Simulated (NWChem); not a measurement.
The numbers come from NWChem runs, not from measurements. System: isobutene (C$_{4}$H$_{8}$), charge 0, spin multiplicity 1, at a geometry optimised with PBE0/def2-SVP. Level: RHF/def2-TZVP.

NWChem printed:

```
             Northwest Computational Chemistry Package (NWChem) 7.3.0
             --------------------------------------------------------

                                NWChem Input Module
                                -------------------

 Scaling coordinates for geometry "geometry" by  1.889725989
 (inverse scale =  0.529177249)

 Turning off AUTOSYM since
 SYMMETRY directive was detected!

                             Geometry "geometry" -> ""
                             -------------------------

 Output coordinates in angstroms (scale by  1.889725989 to convert to a.u.)

  No.       Tag          Charge          X              Y              Z
 ---- ---------------- ---------- -------------- -------------- --------------
    1 C                    6.0000    -1.27064800     0.00000000    -0.67707600
    2 C                    6.0000     0.00000000     0.00000000     0.12074100
    3 C                    6.0000     1.27064800     0.00000000    -0.67707600
    4 C                    6.0000     0.00000000     0.00000000     1.45897600
    5 H                    1.0000    -1.32171900    -0.88345000    -1.33637000
    6 H                    1.0000    -1.32171900     0.88345000    -1.33637000
    7 H                    1.0000    -2.16142900     0.00000000    -0.03341300
    8 H                    1.0000     1.32171900    -0.88345000    -1.33637000
    9 H                    1.0000     2.16142900     0.00000000    -0.03341300
   10 H                    1.0000     1.32171900     0.88345000    -1.33637000
   11 H                    1.0000     0.93326900     0.00000000     2.02946000
   12 H                    1.0000    -0.93326900     0.00000000     2.02946000

 Effective nuclear repulsion energy (a.u.)     119.5170812184

            Nuclear Dipole moment (a.u.)
            ----------------------------
        X                 Y               Z
 ---------------- ---------------- ----------------
    -0.0000000000     0.0000000000     0.0000075589

      Symmetry information
      --------------------

 Group name             C2v
 Group number             16
 Group order               4
 No. of unique centers     6

      Symmetry unique atoms

     1    2    4    5    7   11


 Summary of "ao basis" -> "" (spherical)
 ------------------------------------------------------------------------------
       Tag                 Description            Shells   Functions and Types
 ---------------- ------------------------------  ------  ---------------------
 *                         def2-tzvp                  on all atoms

 Summary of "ao basis" -> "ao basis" (spherical)
 ------------------------------------------------------------------------------
       Tag                 Description            Shells   Functions and Types
 ---------------- ------------------------------  ------  ---------------------
 C                         def2-tzvp                11       31   5s3p2d1f
 H                         def2-tzvp                 4        6   3s1p

                                 NWChem SCF Module
                                 -----------------

  ao basis        = "ao basis"
  functions       =   172
  atoms           =    12
  closed shells   =    16
  open shells     =     0
  charge          =   0.00
  wavefunction    = RHF
  use symmetry    = T
  symmetry adapt  = T

 Summary of "ao basis" -> "ao basis" (spherical)
 ------------------------------------------------------------------------------
       Tag                 Description            Shells   Functions and Types
 ---------------- ------------------------------  ------  ---------------------
 C                         def2-tzvp                11       31   5s3p2d1f
 H                         def2-tzvp                 4        6   3s1p

      Symmetry analysis of basis
      --------------------------

        a1         65
        a2         24
        b1         51
        b2         32

 Forming initial guess at       0.2s

      Superposition of Atomic Density Guess
      -------------------------------------

 Sum of atomic energies:        -154.68378641

      Non-variational initial energy
      ------------------------------

 Total energy =    -157.425199
[...]
         Quadratically convergent ROHF

 Convergence threshold     :          1.000E-07
 Maximum no. of iterations :          100
 Final Fock-matrix accuracy:          1.000E-09
 ----------------------------------------------

              iter       energy          gnorm     gmax       time
             ----- ------------------- --------- --------- --------
                 1     -156.1164249641  7.53D-01  1.79D-01      5.3
                 2     -156.1638665658  2.20D-01  4.40D-02      5.7
                 3     -156.1686925720  9.48D-03  1.84D-03      6.8
                 4     -156.1687040813  3.68D-05  1.27D-05      9.0
                 5     -156.1687040816  7.61D-09  2.49D-09     12.3

       Final RHF  results
       ------------------

         Total SCF energy =   -156.168704081554
      One-electron energy =   -445.836572362562
      Two-electron energy =    170.150787062616
 Nuclear repulsion energy =    119.517081218392

        Time for solution =      7.5s

       Symmetry analysis of molecular orbitals - final
       -----------------------------------------------

  Numbering of irreducible representations:

     1 a1          2 a2          3 b1          4 b2

  Orbital symmetries:

     1 a1          2 b1          3 a1          4 a1          5 a1
     6 b1          7 a1          8 a1          9 b1         10 a1
    11 b2         12 a2         13 b1         14 a1         15 b1
    16 b2         17 a1         18 b2         19 b1         20 a1
    21 b1         22 b2         23 a1         24 a1         25 a2
    26 a1

             Final eigenvalues
             -----------------

              1
    1  -11.2381
    2  -11.2217
    3  -11.2217
    4  -11.2106
    5   -1.0885
    6   -0.9389
    7   -0.9235
    8   -0.7166
    9   -0.6173
   10   -0.6087
   11   -0.5883
   12   -0.5342
   13   -0.5186
   14   -0.5141
   15   -0.4807
   16   -0.3459
   17    0.1373
   18    0.1563
   19    0.1811
   20    0.1925
   21    0.2054
   22    0.2232
   23    0.2324
   24    0.2597
   25    0.2626
   26    0.2789

                       ROHF Final Molecular Orbital Analysis
                       -------------------------------------

 Vector   14  Occ=2.000000D+00  E=-5.141431D-01  Symmetry=a1
              MO Center= -4.5D-14,  2.8D-14, -2.0D-01, r^2= 3.3D+00
   Bfn.  Coefficient  Atom+Function         Bfn.  Coefficient  Atom+Function
  ----- ------------  ---------------      ----- ------------  ---------------
    39      0.219939   2 C  pz               42      0.198682   2 C  pz
   101     -0.198080   4 C  pz                8     -0.185562   1 C  pz
    70     -0.185562   3 C  pz               11     -0.153107   1 C  pz
    73     -0.153107   3 C  pz

 Vector   15  Occ=2.000000D+00  E=-4.806631D-01  Symmetry=b1
              MO Center=  5.7D-14,  1.8D-16,  2.5D-01, r^2= 3.1D+00
   Bfn.  Coefficient  Atom+Function         Bfn.  Coefficient  Atom+Function
  ----- ------------  ---------------      ----- ------------  ---------------
    37      0.237869   2 C  px               40      0.220006   2 C  px
     6     -0.192211   1 C  px               68     -0.192211   3 C  px
     9     -0.154355   1 C  px               71     -0.154355   3 C  px

 Vector   16  Occ=2.000000D+00  E=-3.458998D-01  Symmetry=b2
              MO Center=  1.0D-14,  6.1D-16,  6.6D-01, r^2= 2.2D+00
   Bfn.  Coefficient  Atom+Function         Bfn.  Coefficient  Atom+Function
  ----- ------------  ---------------      ----- ------------  ---------------
   100      0.274824   4 C  py              103      0.268433   4 C  py
    38      0.238544   2 C  py               41      0.235967   2 C  py
   106      0.202231   4 C  py

 Vector   17  Occ=0.000000D+00  E= 1.372724D-01  Symmetry=a1
              MO Center=  6.0D-15,  3.1D-16, -9.7D-01, r^2= 8.8D+00
   Bfn.  Coefficient  Atom+Function         Bfn.  Coefficient  Atom+Function
  ----- ------------  ---------------      ----- ------------  ---------------
     5      4.713055   1 C  s                67      4.713055   3 C  s
    36     -2.644259   2 C  s               127     -1.533758   5 H  s
   133     -1.533758   6 H  s               145     -1.533758   8 H  s
   157     -1.533758  10 H  s               139     -1.337535   7 H  s
   151     -1.337535   9 H  s                 4     -0.543085   1 C  s

 Vector   18  Occ=0.000000D+00  E= 1.563384D-01  Symmetry=b2
              MO Center= -9.9D-17, -3.0D-14,  3.9D-01, r^2= 5.0D+00
   Bfn.  Coefficient  Atom+Function         Bfn.  Coefficient  Atom+Function
  ----- ------------  ---------------      ----- ------------  ---------------
   106      0.888182   4 C  py               44     -0.804456   2 C  py
   127     -0.625628   5 H  s               133      0.625628   6 H  s
   145     -0.625628   8 H  s               157      0.625628  10 H  s
    38     -0.246878   2 C  py               41     -0.229705   2 C  py
   100      0.200616   4 C  py               13     -0.166185   1 C  py

 Vector   19  Occ=0.000000D+00  E= 1.811488D-01  Symmetry=b1
              MO Center= -2.9D-14, -1.0D-16, -4.9D-01, r^2= 1.1D+01
   Bfn.  Coefficient  Atom+Function         Bfn.  Coefficient  Atom+Function
  ----- ------------  ---------------      ----- ------------  ---------------
     5      8.516427   1 C  s                67     -8.516427   3 C  s
    43      4.857947   2 C  px              105     -2.546961   4 C  px
   139     -1.934410   7 H  s               151      1.934410   9 H  s
   127     -1.705640   5 H  s               133     -1.705640   6 H  s
   145      1.705640   8 H  s               157      1.705640  10 H  s

 center of mass
 --------------
 x =   0.00000000 y =   0.00000000 z =   0.04526246

 moments of inertia (a.u.)
 ------------------
         197.616990397229           0.000000000000           0.000000000000
           0.000000000000         389.802630116907           0.000000000000
           0.000000000000           0.000000000000         214.657381505573

  Mulliken analysis of the total density
  --------------------------------------

    Atom       Charge   Shell Charges
 -----------   ------   -------------------------------------------------------
    1 C    6     6.30   0.85  1.12  0.47  0.66  0.10  1.25  1.38  0.37  0.02  0.06  0.00
    2 C    6     5.99   0.85  1.12  0.49  0.60  0.10  1.21  1.35  0.10  0.03  0.13  0.01
    3 C    6     6.30   0.85  1.12  0.47  0.66  0.10  1.25  1.38  0.37  0.02  0.06  0.00
    4 C    6     6.30   0.85  1.12  0.50  0.58  0.13  1.23  1.29  0.50  0.02  0.05  0.01
    5 H    1     0.89   0.26  0.49  0.12  0.02
    6 H    1     0.89   0.26  0.49  0.12  0.02
    7 H    1     0.89   0.26  0.50  0.11  0.02
    8 H    1     0.89   0.26  0.49  0.12  0.02
    9 H    1     0.89   0.26  0.50  0.11  0.02
   10 H    1     0.89   0.26  0.49  0.12  0.02
   11 H    1     0.88   0.26  0.50  0.10  0.02
   12 H    1     0.88   0.26  0.50  0.10  0.02

       Multipole analysis of the density wrt the origin
       ------------------------------------------------

     L   x y z        total         open         nuclear
     -   - - -        -----         ----         -------
     0   0 0 0     -0.000000      0.000000     32.000000

     1   1 0 0     -0.000000      0.000000     -0.000000
     1   0 1 0     -0.000000      0.000000      0.000000
     1   0 0 1     -0.224086      0.000000      0.000008

     2   2 0 0    -19.333565      0.000000    133.728692
     2   1 1 0      0.000000      0.000000      0.000000
     2   1 0 1      0.000000      0.000000      0.000000
     2   0 2 0    -21.353627      0.000000     11.148633
     2   0 1 1      0.000000      0.000000      0.000000
     2   0 0 2    -19.733741      0.000000    120.500233

 Task  times  cpu:       12.4s     wall:       12.4s

 Total times  cpu:       12.4s     wall:       12.4s
```

Task: Write an NWChem input that would produce this output.

Result: Several could match; the one computed here: 
```
start mol
memory heap 200 mb stack 900 mb global 1100 mb
geometry units angstroms nocenter noautoz
  C     -1.270648     0.000000    -0.677076
  C      0.000000     0.000000     0.120741
  C      1.270648     0.000000    -0.677076
  C      0.000000     0.000000     1.458976
  H     -1.321719    -0.883450    -1.336370
  H     -1.321719     0.883450    -1.336370
  H     -2.161429     0.000000    -0.033413
  H      1.321719    -0.883450    -1.336370
  H      2.161429     0.000000    -0.033413
  H      1.321719     0.883450    -1.336370
  H      0.933269     0.000000     2.029460
  H     -0.933269     0.000000     2.029460
  symmetry group C2v
end
basis spherical
  * library def2-tzvp
end
scf
  rhf
  nopen 0
  maxiter 100
  thresh 1e-7
  semidirect memsize 60000000 filesize 0
end
task scf energy
```
